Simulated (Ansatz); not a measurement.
# Bulk modulus B0 of some bcc solids

Method: PBE0 (Ansatz, a quantum-chemistry and plane-wave program, PAW). References are measured values corrected to a static lattice or taken at low temperature (these still hold zero-point motion). The table is a random draw of 6 from 11 solids with such references.

Values in GPa.

```csv
solid,reference,PBE0,error (%)
bcc Ba,9.34 (9.34–10.6),8.45,-9.5
bcc K,3.75,3.46,-7.7
bcc Mo,265 (265–278),292,+10.2
bcc Li,13.8 (13.1–13.9),13.3,-3.6
bcc Nb,173,197,+13.9
bcc W,312 (300–328),336,+7.7
```

Over these 6 solids the mean error is +1.8 %, the mean absolute error 8.8 % (median 8.6 %), and the worst case bcc Nb at +13.9 %; the value is too high in 3 of 6 cases. Over all 11 the mean error is +1.8 % and the mean absolute error 9.5 % (median 7.7 %).

All these references are brought to a static lattice.

Spin–orbit coupling is left out, also for the solids with elements from indium on (bcc Ba, bcc W); its size isn't shown.

Brackets give the range of our sources, which can hold other temperatures.

Differences are worked out from the printed values.

Each level is taken at its own relaxed cell. Ansatz's density-functional and Hartree–Fock values are scalar-relativistic unless marked +SOC, with PAW data made under PBE.

Ansatz's runs of these crystals have no spin polarisation.

Not in this set, of the bcc solids with a reference value in our tables and a result at some level: 2 for sources at odds (antiferromagnetic bcc Cr, bcc Rb). These can be a level's worst cases. Values held back for tests aren't counted. Layered and molecular crystals are counted apart. The metals Ce to Yb are counted apart.

References as tabulated in Levämäki et al. (2014), arXiv:1402.3671; doi:10.1021/acs.jctc.3c00612; Mejia-Rodriguez and Trickey (2018), arXiv:1807.09216.
